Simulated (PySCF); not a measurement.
Species: C6H9 (doublet state).
Structure used (GFN2-xTB), in Å, numbered top down from 1:
```
atom  x, y, z in Å
C1     3.086   -0.121    0.335
C2     1.652   -0.065    0.180
C3     0.441   -0.017    0.046
C4    -0.913    0.037   -0.101
C5    -1.775   -1.112    0.303
C6    -1.578    1.245   -0.670
H7     3.564   -0.351   -0.620
H8     3.466    0.839    0.689
H9     3.357   -0.894    1.055
H10   -2.498   -0.803    1.063
H11   -2.348   -1.482   -0.552
H12   -1.178   -1.929    0.701
H13   -2.293    1.663    0.044
H14   -2.139    0.987   -1.572
H15   -0.848    2.011   -0.922
```

The species is `CC#C[C](C)C` [radical].

Method: UKS B3LYP, pcH-1 on C H, non-relativistic, mean-field spin-orbit, GIAO in PySCF 2.14.0. Geometry: GFN2-xTB; no solvent, vibrations or thermal averaging. A GFN2-xTB geometry isn't a minimum of the functional, and hyperfine couplings can be far from their values at a DFT geometry. No stability test was run, so a lower SCF solution isn't excluded.

**Question.** Break the g tensor into its mass correction, gauge correction and orbital-Zeeman/spin–orbit terms.

**Answer.** 
```json
{"Δg (ppm)": "relativistic mass correction", "1": "-142", "2": "-142", "3": "-142"}
{"Δg (ppm)": "gauge correction", "1": "-5", "2": "32", "3": "31"}
{"Δg (ppm)": "orbital Zeeman/spin–orbit", "1": "2", "2": "669", "3": "876"}
{"Δg (ppm)": "total", "1": "-145", "2": "558", "3": "765"}
```

So g = 2.00217, 2.00288, 2.00308 and g_iso = 2.00271; the tensor is rhombic: the two nearest values differ by 23 % of g3 − g1. Axes: g3 points within 1° of the C2–C3 bond.

**Question.** How much does each term add to the isotropic shift?

**Answer.** The orbital-Zeeman/spin–orbit term 516, the mass correction -142 and the gauge correction 19 ppm, for a total of 393 ppm. The orbital-Zeeman/spin–orbit term is the largest in size. The mass correction is the same along every axis, so the anisotropy comes from the other two: their spans along these axes are 36 (gauge) and 874 ppm (orbital Zeeman/spin–orbit).

**Question.** At 9.654 GHz, how far is the centre of the isotropic spectrum from where a free electron (g = 2.002319) resonates?

**Answer.** B = hν/(g μB) with μB/h = 13.99624 MHz/mT gives 344.48 mT for the free electron and 344.41 mT at g_iso, 0.07 mT lower.

**Question.** In a frozen sample, at which fields do the three g values resonate at 9.5, 34, 94 and 263 GHz (hyperfine left aside), and which band first spreads them over more than twice a line width of 0.5 mT?

**Answer.** 
| band | GHz | B(g3) mT | B(g2) mT | B(g1) mT | spread mT |
| --- | --- | --- | --- | --- | --- |
| X | 9.5 | 338.85 | 338.89 | 339.01 | 0.15 |
| Q | 34.0 | 1212.74 | 1212.87 | 1213.29 | 0.55 |
| W | 94.0 | 3352.87 | 3353.22 | 3354.40 | 1.52 |
| J | 263.0 | 9380.91 | 9381.88 | 9385.17 | 4.26 |

The spread grows in proportion to the frequency. W band is the first where it exceeds 1.0 mT.

The largest Mulliken spin populations are on C4 (+0.72), C2 (+0.50), C3 (-0.24) and C5 (-0.06). The positive populations add up to 1.40 and the negative ones to -0.40, together 2S = 1. The angles at C4 add up to 360.0°, so it is planar.

The HOMO–LUMO gaps are 5.95 eV among the α and 5.16 eV among the β orbitals.

Time: 43 s (grids of density and orbitals included); peak memory 0.85 GiB. Hardware: one thread of an Arm Neoverse V1 (shared host).
